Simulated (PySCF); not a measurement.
# MP2/STO-6G run of [NO2]+ (SMILES O=[N+]=O)

What is the vertical ionisation energy of [NO2]+ at MP2/STO-6G? 

The results are computed with PySCF 2.14.0.

7 further runs of the same task are left out: 7 set aside as unsound or not needed.

### Step 1. The molecule

[NO2]+ has 3 atoms, charge +1, and is taken as a singlet. SMILES: `O=[N+]=O`. Geometry: relaxed at PBE0-D4/def2-TZVP.

Bond lengths: O1–N2 1.110 Å, N2–O3 1.110 Å. Angles: O1–N2–O3 180.0°.

### Step 2. A single-point energy at MP2/STO-6G

File run.py:

```python
from pyscf import gto, mp

mol = gto.Mole()
mol.atom = [
    ('O', (-0.572980, 0.927020, -0.209580)),
    ('N', (-0.000010, -0.000010, -0.000000)),
    ('O', (0.572990, -0.927010, 0.209580)),
]
mol.verbose = 3
mol.max_memory = 1860
mol.basis = 'sto-6g'
mol.charge = 1
mol.spin = 0
mol.build()

myscf = mol.RHF()
myscf.conv_tol = 1e-10
myscf.kernel()
if not myscf.converged:
    myscf = myscf.newton().run(myscf.mo_coeff, myscf.mo_occ)

pt = mp.MP2(myscf, frozen=3).run()
etot = pt.e_tot
print('Final energy', etot)
```

Launch:

```bash
$ OMP_NUM_THREADS=1 python run.py
```

Output:

```text
converged SCF energy = -202.85105631479
E(RMP2) = -203.131610686182  E_corr = -0.280554371392048
E(SCS-RMP2) = -203.119457376228  E_corr = -0.268401061438558
Final energy -203.13161068618155
```

Run time: 0.42 s. Hardware: 1 thread of AMD EPYC 9R45 (Zen 5), shared host; peak memory 0.12 GiB.

### Step 3. Doublet [NO2]2+ at the same level

File input.py:

```python
from pyscf import gto, scf, mp

mol = gto.Mole()
mol.atom = '''
O     -1.082775     1.751814    -0.396049
N     -0.000019    -0.000019     0.000000
O      1.082794    -1.751795     0.396049
'''
mol.unit = 'bohr'
mol.spin = 1
mol.charge = 2
mol.basis = 'sto-6g'
mol.verbose = 3
mol.max_memory = 1860
mol.build()

mf = scf.UHF(mol)
mf.conv_tol = 1e-10
mf.kernel()
if not mf.converged:
    mf = mf.newton().run(mf.mo_coeff, mf.mo_occ)

pt = mp.MP2(mf, frozen=3).run()
e_final = pt.e_tot
print('E(%s) = %.9f' % ('MP2', e_final))
```

Launch:

```bash
$ OMP_NUM_THREADS=1 python input.py
```

Output:

```text
converged SCF energy = -202.02055786982  <S^2> = 0.96974779  2S+1 = 2.2088439
E(UMP2) = -202.207808885294  E_corr = -0.187251015474546
E(SCS-UMP2) = -202.202034665901  E_corr = -0.181476796081204
E(MP2) = -202.207808885
```

Run time: 0.42 s. Hardware: 1 thread of AMD EPYC 9R45 (Zen 5), shared host; peak memory 0.12 GiB.

### Step 4. Summary of results

At MP2/STO-6G, 3 core orbitals frozen:

```
                                                                   quantity          value
                                               singlet [NO2]+: total energy  -203.13161 Eh
                        singlet [NO2]+: HOMO energy (Hartree–Fock orbitals)      -24.04 eV
                        singlet [NO2]+: LUMO energy (Hartree–Fock orbitals)       -6.34 eV
                      singlet [NO2]+: HOMO–LUMO gap (Hartree–Fock orbitals)       17.70 eV
                singlet [NO2]+: correlation energy (3 core orbitals frozen)     -280.6 mEh
                                              doublet [NO2]2+: total energy  -202.20781 Eh
doublet [NO2]2+: HOMO energy (Hartree–Fock orbitals) (highest over α and β)      -36.49 eV
 doublet [NO2]2+: LUMO energy (Hartree–Fock orbitals) (lowest over α and β)      -21.39 eV
               doublet [NO2]2+: correlation energy (3 core orbitals frozen)     -187.3 mEh
                         doublet [NO2]2+: ⟨S²⟩ of the reference determinant          0.970
                       vertical ionisation energy (to the doublet dication)      25.138 eV
```

**Reading.** The vertical ionisation energy comes to 25.14 eV (580 kcal/mol). In a minimal basis such a difference can be off by several eV, whatever the method. Mulliken charges (singlet [NO2]+) of the mean-field density run from +0.21 on O1 to +0.58 on N2; they depend strongly on the basis. ⟨S²⟩ (doublet [NO2]2+) is 0.97 where a pure doublet has 0.75: the reference is spin-contaminated. Mulliken charges (doublet [NO2]2+) of the mean-field density run from +0.62 on O1 to +0.75 on N2.
